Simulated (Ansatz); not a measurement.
Cartesian coordinates in Å:
```
C -1.145 -0.188 0.703
C 0.231 -0.083 1.352
S 1.511 -0.904 0.381
C 1.627 0.267 -0.999
S 0.098 1.169 -1.366
C -1.103 -0.059 -0.816
H -1.786 0.594 1.124
H -1.600 -1.152 0.955
H 0.244 -0.562 2.333
H 0.522 0.959 1.493
H 1.944 -0.319 -1.864
H 2.383 1.027 -0.795
H -2.067 0.264 -1.213
H -0.859 -1.012 -1.287
```

Total charge 0; spin multiplicity 1.

List the ωB97M-V/def2-TZVPP orbital energies in eV (Ansatz). (Estimate.)

Ansatz gave: Occupied: -2426.70, -2426.69, -282.83, -282.21, -282.21, -281.70, -220.64, -220.63, -163.77, -163.77, -163.68, -163.68, -163.53, -163.53, -26.52, -24.19, -24.04, -20.56, -20.44, -17.75, -16.22, -15.84, -15.24, -13.93, -13.58, -12.69, -12.63, -12.62, -11.55, -10.40, -9.04, -8.37. Lowest empty: 2.17, 2.77, 2.95, 3.34, 3.62, 3.70, 4.31, 4.44.
